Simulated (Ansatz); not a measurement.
Ansatz (a quantum-chemistry and plane-wave program) input (PBE0/STO-3G):

Ansatz 0.2 input:
```yaml
crystal:
  periodic: [false, false, false]
  atoms:
    - {symbol: C, position_ang: [-0.07333892, 0.62108440, 0.12511202]}
    - {symbol: O, position_ang: [0.04964478, -0.69228382, -0.18453082]}
    - {symbol: H, position_ang: [-1.17755159, 0.85327864, 0.11267856]}
    - {symbol: H, position_ang: [0.62329492, -1.20666677, 0.43207005]}
    - {symbol: H, position_ang: [0.46134704, 0.96838311, 1.00345248]}
    - {symbol: H, position_ang: [0.13578494, 1.19676917, -0.82262667]}
basis:
  gaussian:
    orbitals: STO-3G
hamiltonian:
  xc: {name: PBE0}
total_charge: 1
magnetization: {spin_polarized: true, initial_magnetization: 1}
```

End of the output:

```
integrals: 0.01 GiB planned
194 factors; integrals over basis functions are off by at most 3.6e-5 eV
mean field: 0.06 GiB planned
mean field evaluation 1: about -3093.3641 eV, gradient 1.5e1 eV
mean field evaluation 2: about -3093.0926 eV, gradient 2.0e1 eV
mean field evaluation 4: about -3095.3096 eV, gradient 1.0e0 eV
mean field evaluation 8: about -3095.2958 eV, gradient 4.8e-3 eV
mean field -3095.29582279 eV, -113.7500234206 hartree, gradient 5.4e-5 eV, S^2 0.752751; 0 other end points of the search recorded, 0 dependent functions left out
reference -3095.29583732 eV, -113.7500239546 hartree; 9, 8 occupied and 5, 6 virtual orbitals, 194 factors
Total energy: -3095.29583732 eV, -113.7500239546 hartree
```
